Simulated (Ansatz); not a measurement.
# BH2Cl: two vibrations frozen in

Aim: map the energy of BClH2, SMILES BCl over two coordinates, and find its wells, ridges and stiffness.

Method: RHF/def2-TZVP; program: Ansatz 0.2.0.

**1. Where the work starts**

SMILES `BCl`, 4 atoms, charge 0, spin multiplicity 1.

Atoms are counted from 1 here; the program's logs count them from 0.

Bond lengths: B1–Cl2 1.746 Å, B1–H3 1.212 Å, B1–H4 1.212 Å. Angles: Cl2–B1–H3 118.2°, Cl2–B1–H4 118.2°, H3–B1–H4 123.7°.

Geometry (Å):

```xyz
4
BClH2
B    -0.1148    0.0211   -0.0743
Cl    1.3776   -0.3988    0.7281
H    -1.1224   -0.5701    0.2466
H    -0.0848    0.8875   -0.9207
```

**2. The minimum at this level**

input.yaml

```yaml
crystal:
  periodic: [false, false, false]
  atoms:
    - { symbol: B, position_ang: [-0.114848, 0.021107, -0.074349] }
    - { symbol: Cl, position_ang: [1.377586, -0.398762, 0.728091] }
    - { symbol: H, position_ang: [-1.122401, -0.570126, 0.246631] }
    - { symbol: H, position_ang: [-0.084837, 0.887481, -0.920673] }
basis:
  gaussian: { orbitals: def2-TZVP }
hamiltonian:
  xc: hf
output:
  forces: true
relax:
  f_tol: 0.003
  max_steps: 120
```

Run with:

```console
$ ansatz run input.yaml --threads 1 --pin off --max-ram 2560MiB --backend cpu --events-out ev --progress --plain --runs-dir out
```

The log of the run:

```text
Warning: RAYON_NUM_THREADS=1 ignored (pool sized by the plan → 1); use --threads N
The last accepted step is kept in <dir> (removed where the run ends without a failure and the disk answers)
Engine: ansatz 0.2.0, aarch64-unknown-linux-gnu
Functional definition: HF
  exchange = exact_x
  correlation = 0
635 factors; their error is unknown
mean field evaluation 1: about -13207.3613 eV, gradient 1.2e1 eV
mean field evaluation 2: about -13207.8961 eV, gradient 3.9e0 eV
mean field evaluation 4: about -13207.9604 eV, gradient 2.3e-1 eV
mean field evaluation 8: about -13208.1180 eV, gradient 2.9e-1 eV
mean field -13208.11806089 eV, -485.3893859536 hartree, gradient 1.4e-5 eV, S^2 0.000000; 0 other end points of the search recorded, 0 dependent functions left out
the calculation of the forces begins
reference -13208.11806089 eV, -485.3893859536 hartree; 12, 12 occupied and 68, 68 virtual orbitals, 635 factors
relax step   1: F+E_penalty+E_count = -13208.11806089 eV  Δ(F+E_penalty+E_count) = +0.000e0 eV  max|allowed force component| = 5.946e-1 eV/Å  Δτ_max = 0.0000 Å  (31 SCF iters, accepted)
these checks for a lower state are left out or cut short: starts, cluster_reference, orbital_swaps, neighbouring_geometries, increment
635 factors; their error is unknown
mean field evaluation 16: about -13208.1393 eV, gradient 2.8e-1 eV
mean field -13208.13935914 eV, -485.3901686499 hartree, gradient 1.3e-5 eV, S^2 0.000000; 0 other end points of the search recorded, 0 dependent functions left out
the calculation of the forces begins
reference -13208.13935914 eV, -485.3901686499 hartree; 12, 12 occupied and 68, 68 virtual orbitals, 635 factors
relax step   2: F+E_penalty+E_count = -13208.13935914 eV  Δ(F+E_penalty+E_count) = -2.130e-2 eV  max|allowed force component| = 2.073e-1 eV/Å  Δτ_max = 0.0237 Å  (27 SCF iters, accepted)
these checks for a lower state are left out or cut short: starts, cluster_reference, orbital_swaps, neighbouring_geometries, increment
635 factors; their error is unknown
mean field -13208.14054109 eV, -485.3902120860 hartree, gradient 1.2e-5 eV, S^2 0.000000; 0 other end points of the search recorded, 0 dependent functions left out
the calculation of the forces begins
reference -13208.14054109 eV, -485.3902120860 hartree; 12, 12 occupied and 68, 68 virtual orbitals, 635 factors
relax step   3: F+E_penalty+E_count = -13208.14054109 eV  Δ(F+E_penalty+E_count) = -1.182e-3 eV  max|allowed force component| = 4.608e-2 eV/Å  Δτ_max = 0.0056 Å  (28 SCF iters, accepted)
these checks for a lower state are left out or cut short: starts, cluster_reference, orbital_swaps, neighbouring_geometries, increment
635 factors; their error is unknown
mean field -13208.14065332 eV, -485.3902162101 hartree, gradient 1.2e-5 eV, S^2 0.000000; 0 other end points of the search recorded, 0 dependent functions left out
the calculation of the forces begins
reference -13208.14065332 eV, -485.3902162101 hartree; 12, 12 occupied and 68, 68 virtual orbitals, 635 factors
relax step   4: F+E_penalty+E_count = -13208.14065332 eV  Δ(F+E_penalty+E_count) = -1.122e-4 eV  max|allowed force component| = 1.351e-2 eV/Å  Δτ_max = 0.0029 Å  (29 SCF iters, accepted)
these checks for a lower state are left out or cut short: starts, cluster_reference, orbital_swaps, neighbouring_geometries, increment
635 factors; their error is unknown
mean field evaluation 32: about -13207.9832 eV, gradient 2.8e-1 eV
mean field -13208.14065855 eV, -485.3902164026 hartree, gradient 1.2e-5 eV, S^2 0.000000; 0 other end points of the search recorded, 0 dependent functions left out
the calculation of the forces begins
reference -13208.14065855 eV, -485.3902164026 hartree; 12, 12 occupied and 68, 68 virtual orbitals, 635 factors
relax step   5: F+E_penalty+E_count = -13208.14065855 eV  Δ(F+E_penalty+E_count) = -5.237e-6 eV  max|allowed force component| = 2.431e-4 eV/Å  Δτ_max = 0.0005 Å  (28 SCF iters, accepted)
635 factors; their error is unknown
mean field -13208.14065855 eV, -485.3902164026 hartree, gradient 1.2e-5 eV, S^2 0.000000; 1 other end points of the search recorded, 0 dependent functions left out
the calculation of the forces begins
reference -13208.14065855 eV, -485.3902164026 hartree; 12, 12 occupied and 68, 68 virtual orbitals, 635 factors
Total energy: -13208.14065855 eV, -485.3902164026 hartree
Atom 0 at    -0.120841     0.022839    -0.077483 Å, force    -0.000038    -0.000068    -0.000125 eV/Å
Atom 1 at     1.375870    -0.398332     0.727047 Å, force     0.000243    -0.000049     0.000156 eV/Å
Atom 2 at    -1.105139    -0.552331     0.233596 Å, force    -0.000061     0.000118    -0.000063 eV/Å
Atom 3 at    -0.094390     0.867525    -0.903460 Å, force    -0.000145    -0.000000     0.000032 eV/Å
Dipole moment:    -0.173991     0.048963    -0.093523 e Å
```

Run time: 2.4 s. Hardware: 1 thread of Arm Neoverse V2, shared host; peak memory 0.11 GiB.

The steps of the relaxation:

```
step  energy from step 1 (eV)  largest force component (eV/Å)
   1                   0.0000                          0.5946
   2                  -0.0213                          0.2073
   3                  -0.0225                          0.0461
   4                  -0.0226                          0.0135
   5                  -0.0226                          0.0002
```

Bonds that changed most:

```
  bond  before (Å)  after (Å)  change (Å)
 B1–H4       1.212      1.182      -0.030
 B1–H3       1.212      1.182      -0.030
B1–Cl2       1.746      1.751      +0.005
```

**3. Reference: BH2Cl by itself**

input.yaml

```yaml
crystal:
  periodic: [false, false, false]
  atoms:
    - { symbol: B, position_ang: [-0.120841, 0.022839, -0.077483] }
    - { symbol: Cl, position_ang: [1.37587, -0.398332, 0.727047] }
    - { symbol: H, position_ang: [-1.105139, -0.552331, 0.233596] }
    - { symbol: H, position_ang: [-0.09439, 0.867525, -0.90346] }
basis:
  gaussian: { orbitals: def2-TZVP }
hamiltonian:
  xc: hf
phonons: {}
```

Run with:

```console
$ ansatz run input.yaml --threads 1 --pin off --max-ram 2560MiB --backend cpu --events-out ev --progress --plain --runs-dir out
```

The log of the run, cut to the lines that bear on the results:

```text
Warning: RAYON_NUM_THREADS=1 ignored (pool sized by the plan → 1); use --threads N
[...]
[... 1 set-up line as earlier in the session ...]
[...]
635 factors; their error is unknown
[...]
mean field -13208.14065855 eV, -485.3902164025 hartree, gradient 1.4e-5 eV, S^2 0.000000; 0 other end points of the search recorded, 0 dependent functions left out
[...]
reference -13208.14065855 eV, -485.3902164025 hartree; 12, 12 occupied and 68, 68 virtual orbitals, 635 factors
[...]
635 factors; their error is unknown
[...]
mean field -13208.14061968 eV, -485.3902149741 hartree, gradient 7.7e-7 eV, S^2 0.000000; 0 other end points of the search recorded, 0 dependent functions left out
[...]
reference -13208.14061968 eV, -485.3902149741 hartree; 12, 12 occupied and 68, 68 virtual orbitals, 635 factors
[...]
635 factors; their error is unknown
[...]
reference -13208.14064430 eV, -485.3902158789 hartree; 12, 12 occupied and 68, 68 virtual orbitals, 635 factors
[...]
635 factors; their error is unknown
mean field -13208.14064468 eV, -485.3902158926 hartree, gradient 7.7e-7 eV, S^2 0.000000; 0 other end points of the search recorded, 0 dependent functions left out
[...]
reference -13208.14064468 eV, -485.3902158926 hartree; 12, 12 occupied and 68, 68 virtual orbitals, 635 factors
Total energy: -13208.14065855 eV, -485.3902164025 hartree
Atom 0 at    -0.120841     0.022839    -0.077483 Å, force    -0.000060    -0.000067    -0.000137 eV/Å
Atom 1 at     1.375870    -0.398332     0.727047 Å, force     0.000257    -0.000052     0.000163 eV/Å
Atom 2 at    -1.105139    -0.552331     0.233596 Å, force    -0.000055     0.000121    -0.000063 eV/Å
Atom 3 at    -0.094390     0.867525    -0.903460 Å, force    -0.000142    -0.000002     0.000036 eV/Å
Dipole moment:    -0.173990     0.048963    -0.093522 e Å
Vibrations: 834.76 924.84 1073.94 1317.19 2714.78 2820.86 cm⁻¹, zero-point energy 0.600478 eV
```

Run time: 4.7 s. Hardware: 1 thread of Arm Neoverse V2, shared host; peak memory 0.11 GiB.

**4. Setting up the map**

The axes are (1) normal mode 3 (1074 cm⁻¹): 15 values from −0.376 amu½·Å; (2) normal mode 4 (1317 cm⁻¹): 15 values from −0.307 amu½·Å.

Nothing else is relaxed (straight displacements along the two mass-weighted modes). Energies count from the relaxed molecule at the same level. Points are written as (first, second).

The patterns, per unit of each coordinate (Å):

```
atom      x1      y1      z1      x2      y2      z2
  B1  -0.027   0.104   0.105   0.093  -0.026   0.050
 Cl2   0.002  -0.008  -0.008  -0.001   0.000  -0.001
  H3   0.111  -0.421  -0.427  -0.311   0.370  -0.446
  H4   0.111  -0.421  -0.427  -0.646  -0.101  -0.069
```

Of the runs on the grid, 1 are shown in the steps below; the others differ only in the two coordinates.

**5. Grid point (0.000 amu½·Å, 0.000 amu½·Å)**

input.yaml: that of step 3 with these lines changed.

```diff
@@ -11,2 +11,3 @@
   xc: hf
-phonons: {}
+output:
+  forces: true
```

Run with:

```console
$ ansatz run input.yaml --threads 1 --pin off --max-ram 2560MiB --backend cpu --events-out ev --progress --plain --runs-dir out
```

The log of the run, cut to the lines that bear on the results:

```text
Warning: RAYON_NUM_THREADS=1 ignored (pool sized by the plan → 1); use --threads N
[...]
[... 1 set-up line as earlier in the session ...]
[...]
635 factors; their error is unknown
[...]
mean field -13208.14065855 eV, -485.3902164025 hartree, gradient 1.4e-5 eV, S^2 0.000000; 0 other end points of the search recorded, 0 dependent functions left out
[...]
reference -13208.14065855 eV, -485.3902164025 hartree; 12, 12 occupied and 68, 68 virtual orbitals, 635 factors
Total energy: -13208.14065855 eV, -485.3902164025 hartree
Atom 0 at    -0.120841     0.022839    -0.077483 Å, force    -0.000060    -0.000067    -0.000137 eV/Å
Atom 1 at     1.375870    -0.398332     0.727047 Å, force     0.000257    -0.000052     0.000163 eV/Å
Atom 2 at    -1.105139    -0.552331     0.233596 Å, force    -0.000055     0.000121    -0.000063 eV/Å
Atom 3 at    -0.094390     0.867525    -0.903460 Å, force    -0.000142    -0.000002     0.000036 eV/Å
Dipole moment:    -0.173990     0.048963    -0.093522 e Å
```

It took 0.4 s on 1 thread of Arm Neoverse V2, shared host; peak memory 0.1 GiB.

Energy on the map's scale: 0.0 kJ/mol.

**6. All points together**

120 points were computed, 105 more follow by symmetry. Energies in kJ/mol, from the relaxed molecule at the same level:

```tsv
normal mode 4 (1317 cm⁻¹) (amu½·Å) ↓, normal mode 3 (1074 cm⁻¹) (amu½·Å) →	−0.376	−0.322	−0.269	−0.215	−0.161	−0.107	−0.054	0.000	0.054	0.107	0.161	0.215	0.269	0.322	0.376
0.307	63.6	54.6	47.1	41.1	36.4	33.1	31.2	30.5	31.2	33.1	36.4	41.1	47.1	54.6	63.6
0.263	54.9	46.0	38.6	32.6	28.0	24.8	22.9	22.2	22.9	24.8	28.0	32.6	38.6	46.0	54.9
0.219	47.5	38.7	31.4	25.5	21.0	17.8	15.9	15.3	15.9	17.8	21.0	25.5	31.4	38.7	47.5
0.175	41.5	32.8	25.6	19.8	15.3	12.2	10.3	9.7	10.3	12.2	15.3	19.8	25.6	32.8	41.5
0.131	36.8	28.2	21.1	15.4	11.0	7.9	6.0	5.4	6.0	7.9	11.0	15.4	21.1	28.2	36.8
0.088	33.5	25.0	17.9	12.2	7.9	4.8	3.0	2.4	3.0	4.8	7.9	12.2	17.9	25.0	33.5
0.044	31.4	22.9	15.9	10.3	6.0	3.0	1.2	0.6	1.2	3.0	6.0	10.3	15.9	22.9	31.4
0.000	30.5	22.2	15.2	9.6	5.4	2.4	0.6	0.0	0.6	2.4	5.4	9.6	15.2	22.2	30.5
−0.044	31.0	22.6	15.7	10.2	5.9	2.9	1.2	0.6	1.2	2.9	5.9	10.2	15.7	22.6	31.0
−0.088	32.6	24.3	17.4	11.9	7.7	4.7	2.9	2.3	2.9	4.7	7.7	11.9	17.4	24.3	32.6
−0.131	35.5	27.2	20.3	14.8	10.6	7.6	5.8	5.2	5.8	7.6	10.6	14.8	20.3	27.2	35.5
−0.175	39.5	31.2	24.3	18.8	14.6	11.6	9.9	9.3	9.9	11.6	14.6	18.8	24.3	31.2	39.5
−0.219	44.8	36.4	29.6	24.0	19.8	16.8	15.0	14.4	15.0	16.8	19.8	24.0	29.6	36.4	44.8
−0.263	51.2	42.9	36.0	30.4	26.1	23.1	21.4	20.8	21.4	23.1	26.1	30.4	36.0	42.9	51.2
−0.307	58.8	50.5	43.5	37.9	33.6	30.6	28.8	28.2	28.8	30.6	33.6	37.9	43.5	50.5	58.8
```

The dipole moment (D) at each point:

| normal mode 4 (1317 cm⁻¹) (amu½·Å) ↓, normal mode 3 (1074 cm⁻¹) (amu½·Å) → | −0.376 | −0.322 | −0.269 | −0.215 | −0.161 | −0.107 | −0.054 | 0.000 | 0.054 | 0.107 | 0.161 | 0.215 | 0.269 | 0.322 | 0.376 |
| --- | --- | --- | --- | --- | --- | --- | --- | --- | --- | --- | --- | --- | --- | --- | --- |
| 0.307 | 0.59 | 0.56 | 0.53 | 0.51 | 0.49 | 0.47 | 0.46 | 0.46 | 0.46 | 0.47 | 0.49 | 0.51 | 0.53 | 0.56 | 0.59 |
| 0.263 | 0.65 | 0.62 | 0.60 | 0.58 | 0.56 | 0.54 | 0.54 | 0.53 | 0.54 | 0.54 | 0.56 | 0.58 | 0.60 | 0.62 | 0.65 |
| 0.219 | 0.71 | 0.69 | 0.66 | 0.64 | 0.63 | 0.62 | 0.61 | 0.61 | 0.61 | 0.62 | 0.63 | 0.64 | 0.66 | 0.69 | 0.71 |
| 0.175 | 0.77 | 0.75 | 0.73 | 0.71 | 0.70 | 0.69 | 0.69 | 0.68 | 0.69 | 0.69 | 0.70 | 0.71 | 0.73 | 0.75 | 0.77 |
| 0.131 | 0.83 | 0.82 | 0.80 | 0.79 | 0.77 | 0.76 | 0.76 | 0.76 | 0.76 | 0.76 | 0.77 | 0.79 | 0.80 | 0.82 | 0.83 |
| 0.088 | 0.90 | 0.88 | 0.87 | 0.86 | 0.85 | 0.84 | 0.83 | 0.83 | 0.83 | 0.84 | 0.85 | 0.86 | 0.87 | 0.88 | 0.90 |
| 0.044 | 0.96 | 0.95 | 0.94 | 0.93 | 0.92 | 0.91 | 0.91 | 0.91 | 0.91 | 0.91 | 0.92 | 0.93 | 0.94 | 0.95 | 0.96 |
| 0.000 | 1.03 | 1.01 | 1.00 | 0.99 | 0.99 | 0.98 | 0.98 | 0.98 | 0.98 | 0.98 | 0.99 | 0.99 | 1.00 | 1.01 | 1.03 |
| −0.044 | 1.09 | 1.08 | 1.07 | 1.06 | 1.06 | 1.05 | 1.05 | 1.05 | 1.05 | 1.05 | 1.06 | 1.06 | 1.07 | 1.08 | 1.09 |
| −0.088 | 1.15 | 1.14 | 1.14 | 1.13 | 1.13 | 1.12 | 1.12 | 1.12 | 1.12 | 1.12 | 1.13 | 1.13 | 1.14 | 1.14 | 1.15 |
| −0.131 | 1.21 | 1.21 | 1.20 | 1.20 | 1.19 | 1.19 | 1.19 | 1.19 | 1.19 | 1.19 | 1.19 | 1.20 | 1.20 | 1.21 | 1.21 |
| −0.175 | 1.27 | 1.27 | 1.26 | 1.26 | 1.26 | 1.25 | 1.25 | 1.25 | 1.25 | 1.25 | 1.26 | 1.26 | 1.26 | 1.27 | 1.27 |
| −0.219 | 1.33 | 1.33 | 1.33 | 1.32 | 1.32 | 1.32 | 1.32 | 1.32 | 1.32 | 1.32 | 1.32 | 1.32 | 1.33 | 1.33 | 1.33 |
| −0.263 | 1.39 | 1.39 | 1.38 | 1.38 | 1.38 | 1.38 | 1.38 | 1.38 | 1.38 | 1.38 | 1.38 | 1.38 | 1.38 | 1.39 | 1.39 |
| −0.307 | 1.44 | 1.44 | 1.44 | 1.44 | 1.44 | 1.44 | 1.44 | 1.44 | 1.44 | 1.44 | 1.44 | 1.44 | 1.44 | 1.44 | 1.44 |

**7. Summary of results**

| quantity | value |
| --- | --- |
| lowest point | (0.000 amu½·Å, 0.000 amu½·Å), 0.0 kJ/mol |
| highest computed point | (−0.376 amu½·Å, 0.307 amu½·Å), 63.6 kJ/mol above the lowest |
| dipole moment (D) | 0.46 at (0.000 amu½·Å, 0.307 amu½·Å) to 1.44 at (−0.376 amu½·Å, −0.307 amu½·Å); 0.98 at the lowest point |
| time for the whole task | 55 s on 1 thread, shared host |

In words: The lowest computed point is at (0.000 amu½·Å, 0.000 amu½·Å), which is the relaxed molecule at the same level itself. No other kind of well shows on this grid. The highest computed point, (−0.376 amu½·Å, 0.307 amu½·Å), lies 63.6 kJ/mol above the lowest. Round the minimum the two coordinates are nearly uncoupled.
